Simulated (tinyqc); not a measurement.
Hueckel theory of the pi electrons with the omega technique, for the molecule [CH2-]C=CF (SMILES; centres numbered as the heavy atoms are written), step by step. One step of it, computed by the program tinyqc.

Task: Orbitals, round 1. Diagonalise; E = alpha + x beta with beta < 0, so the largest x are filled first; degenerate levels share their electrons. P = sum n_i c_ri c_si; each orbital has its largest coefficient positive (the first on a tie).

Hueckel matrix in units of beta (H = alpha + beta A), order 1C, 2C, 3C, 4F:
$$\begin{pmatrix}
0.000000 & 1.000000 & 0.000000 & 0.000000 \\
1.000000 & 0.000000 & 1.000000 & 0.000000 \\
0.000000 & 1.000000 & 0.000000 & 0.700000 \\
0.000000 & 0.000000 & 0.700000 & 3.080000
\end{pmatrix}$$

pi electrons, sum of z_r less the charge = 6

Give: x values; occupations; coefficients; charge and bond-order matrix P.

Result:

x values: [3.2485, 1.3515, -0.0774, -1.4426]

occupations: [2.0000, 2.0000, 2.0000, 0.0000]

coefficients, order 1C, 2C, 3C, 4F:
$$\begin{pmatrix}
0.0244 & 0.5254 & 0.6997 & -0.4835 \\
0.0793 & 0.7102 & -0.0541 & 0.6975 \\
0.2332 & 0.4343 & -0.6955 & -0.5227 \\
0.9689 & -0.1759 & 0.1542 & 0.0809
\end{pmatrix}$$

charge and bond-order matrix P, order 1C, 2C, 3C, 4F:
$$\begin{pmatrix}
1.5325 & 0.6744 & -0.5054 & 0.0782 \\
0.6744 & 1.0271 & 0.7292 & -0.1129 \\
-0.5054 & 0.7292 & 1.4535 & 0.0846 \\
0.0782 & -0.1129 & 0.0846 & 1.9869
\end{pmatrix}$$
